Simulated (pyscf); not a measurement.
Single points on ωB97X-D3(BJ)/def2-SVP structures (PySCF, gas phase).

Q: For the elementary gas-phase step •H₂C–SiH(Cl)–Cl + H₂ → H₃C–SiH(Cl)–Cl + H• (doublet surface; H–H broken, C–H formed), what barrier and reaction energy does ωB97M-D3(BJ)/def2-TZVP give, measured from the separated reactants?

A: ΔE‡ = 11.2 kcal/mol, ΔE = -1.2 kcal/mol. Zero-point energy shifts the barrier by +0.9 kcal/mol. It is a hydrogen abstraction, with an imaginary mode of 1428i cm⁻¹. •H₂C–SiH(Cl)–Cl lies 11.9 kcal/mol over its isomer H₃C–Si•(Cl)–Cl (electronic energy, ωB97M-D3(BJ)). One saddle was located; it need not be the lowest between these sides. The angle at the transferred H is 177°.
